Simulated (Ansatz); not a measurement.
# B2Si: the cost of one run

Program: Ansatz 0.2.0, Gaussian basis. Level of theory: def2-QZVPP, core rule «outside noble gas», up to 7 orbitals frozen. These are calculated values, not measurements.

The runs, in order: UHF; ROHF; CCSD(T) on UHF.

2 further runs of the same task are left out: 2 set aside as unsound or not needed.

**1. The system**

The geometry is a PBE0/def2-TZVP stationary point (not a proven minimum).

3 atoms, charge 0, spin multiplicity 3.

Atoms are counted from 1 here; the program's logs count them from 0.

Bond lengths: B1–B2 1.543 Å, B2–Si3 1.871 Å. Angles: B1–B2–Si3 180.0°.

Geometry (Å):

```xyz
3
charge 0, multiplicity 3
B     0.0000    0.0000   -1.6525
B     0.0000    0.0000   -0.1095
Si    0.0000    0.0000    1.7619
```

**2. UHF**

File in.yaml:

```yaml
crystal:
  periodic: [false, false, false]
  atoms:
    - {symbol: B, position_ang: [0.000000, 0.000000, -1.652467]}
    - {symbol: B, position_ang: [0.000000, 0.000000, -0.109467]}
    - {symbol: Si, position_ang: [0.000000, 0.000000, 1.761933]}
basis:
  gaussian: {orbitals: "def2-QZVPP.json"}
magnetization: {spin_polarized: true, initial_magnetization: 2}
hamiltonian: {xc: hf}
output: {orbitals: {seedname: orbitals}}
```

Command:

```
$ ansatz run in.yaml --threads 1 --pin off --events-out ev --progress --plain --max-ram 2393MiB
```

What time and memory should one allow on 1 thread of Arm Neoverse V2, shared host?

About 33 s, with a peak of 0.39 GiB.
